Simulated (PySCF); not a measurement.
Bonding in `C=CC/P=C\C`

C5H9P.
Atom-mapped SMILES: `[CH2:1]=[CH:2][CH2:3]/[P:4]=[CH:5]\[CH3:6]` (hydrogens: H7, H8 on C1; H9 on C2; H10, H11 on C3; H12 on C5; H13, H14, H15 on C6)

Geometry (GFN2-xTB, Å), atoms numbered from 1 in this order:
```xyz
15
C5H9P angstrom
C      3.0164    0.2263   -0.1241
C      2.0516   -0.3430    0.5754
C      0.6108    0.0176    0.4678
P     -0.3686   -1.3988   -0.3099
C     -1.9343   -0.8130   -0.3176
C     -2.5083    0.4782    0.1519
H      2.8150    1.0171   -0.8289
H      4.0460   -0.0707   -0.0220
H      2.2799   -1.1388    1.2733
H      0.4849    0.9103   -0.1494
H      0.1973    0.1975    1.4643
H     -2.6654   -1.4935   -0.7398
H     -1.7599    1.1412    0.5755
H     -2.9968    0.9899   -0.6791
H     -3.2730    0.2875    0.9068
```

Bond orders from the PBE0/pcSseg-1 density (PySCF). The structure is a single GFN2-xTB conformer in the gas phase; no vibrational or solvent corrections.

How far do the computed orders between heavy atoms stray from the drawn ones?

The largest departure is 0.157, at P4–C5 (drawn double, 1.843).

Give the Mayer order of every bond, beside its length.

```tsv
bond	drawn as	length (Å)	Mayer order
C1–C2	double	1.321	1.988
C2–C3	single	1.489	1.038
C3–P4	single	1.889	0.904
P4–C5	double	1.672	1.843
C5–C6	single	1.489	1.039
C1–H7	single	1.078	0.954
C1–H8	single	1.076	0.954
C2–H9	single	1.083	0.954
C3–H10	single	1.093	0.935
C3–H11	single	1.094	0.924
C5–H12	single	1.084	0.943
C6–H13	single	1.086	0.960
C6–H14	single	1.091	0.947
C6–H15	single	1.091	0.947
```

Bonds between the same two heavy elements. C–C: lowest C2–C3 and C5–C6 (1.038, 1.489 Å), highest C1–C2 (1.988, 1.321 Å). C–P: lowest C3–P4 (0.904, 1.889 Å), highest P4–C5 (1.843, 1.672 Å). Bonds named together lie within 0.004.

Sum the orders of all bonds at each heavy atom with more than one neighbour and set the sums beside the valence in the SMILES.

C1 3.896 (drawn 4), C2 3.980 (drawn 4), C3 3.801 (drawn 4), P4 2.747 (drawn 3), C5 3.825 (drawn 4), C6 3.893 (drawn 4). Orders between atoms that aren't bonded are not in these sums.

Mayer orders depend on the basis set.

These values come from a run that also computed NMR shieldings. Cost: about 40 s of CPU time on one thread; the machine was shared, so the figure is rough.
